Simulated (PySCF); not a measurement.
Gas-phase reaction: (CH3)2Si + SiO2 + 6 C3H7 (n-propyl) = Si2O2 + 4 CH3C(CH3)2CH3

Method: PySCF energies plus ideal-gas RRHO corrections (1 bar). † marks an energy on the PBE0/def2-TZVP geometry and frequencies; other levels use their own. MP2 freezes the core. 6-31G* has spherical d functions here. Open shells (unrestricted): C3H7 (n-propyl) (multiplicity 2); the rest are closed-shell singlets. B3LYP is the form with VWN-RPA correlation. (CH3)2Si, Si2O2: computed as isolated molecules; such fragments, hydroxides, amides, oligomers or adducts are transient or little studied in the gas. MP2 isn't extrapolated to the basis-set limit.

```
level               ΔH°(298 K), kJ
------------------  --------------
B3LYP/6-31G*                 -1456
BLYP/def2-TZVP†              -1303
MP2/def2-SVP†           (withheld)
r2SCAN/def2-TZVP†       (withheld)
ωB97M-V/def2-TZVP†           -1574
```

Task: Fill in the missing entries.

Result: 
- MP2/def2-SVP†, ΔH°(298 K), kJ: -1606
- r2SCAN/def2-TZVP†, ΔH°(298 K), kJ: -1392
